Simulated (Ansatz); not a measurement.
## HGeP⁺, quartet: the ladder up to UCCSDT(Q)

Geometry: that of the HGeP, triplet, kept fixed.

```yaml
atoms:
  - { symbol: Ge, position_ang: [0.0000, -0.0317, 0.6858] }
  - { symbol: P, position_ang: [0.0000, 0.0234, -1.6341] }
  - { symbol: H, position_ang: [0.0000, 1.5630, 0.7900] }
```

Basis cc-pVDZ; Ansatz 0.2.0. Correlated methods freeze the noble-gas cores and the filled d shells of p-block atoms, which leaves 9 electrons in 31 orbitals. Prefix R: restricted or restricted open-shell reference; prefix U: unrestricted. Active spaces: valence = (9e, 9o) chosen from the atoms' valence shells. No spin–orbit coupling is included, and no scalar relativity.

Full CI isn't at hand for all of this; UCCSDT(Q) serves as the reference, and is uncertain by about the last step of the cluster series. The frozen core follows each run's orbitals, which can shift R against U totals by a few meV for light atoms and by up to 0.1 eV past Ca.

The UHF ⟨S²⟩ is 3.795 and the T1 diagnostic (RCCSD) is 0.0322. The largest doubles amplitude (RCCSD) is 0.066 and the T1 diagnostic (UCCSD) is 0.0265.

Q: From what is known of these methods and the diagnostics, rank them by the size of their error in total energy against UCCSDT(Q) in cc-pVDZ, smallest first (an estimate: the text doesn't fix the numbers).
A. UCCSD(T)
B. UMP2
C. UCCSDT
D. UHF
E. UCCSD

A: C (10 meV), A (50 meV), E (195 meV), B (1184 meV), D (4727 meV).

All errors are against UCCSDT(Q) in cc-pVDZ. Within each family the higher level lies nearer, as is usual though not guaranteed.

Natural occupations of CASSCF (valence space) about the gap: 1.987 1.971 1.930 1.009 1.002 0.988 0.044 0.040 0.030; effectively unpaired electrons, Σ n²(2−n)², 3.04.
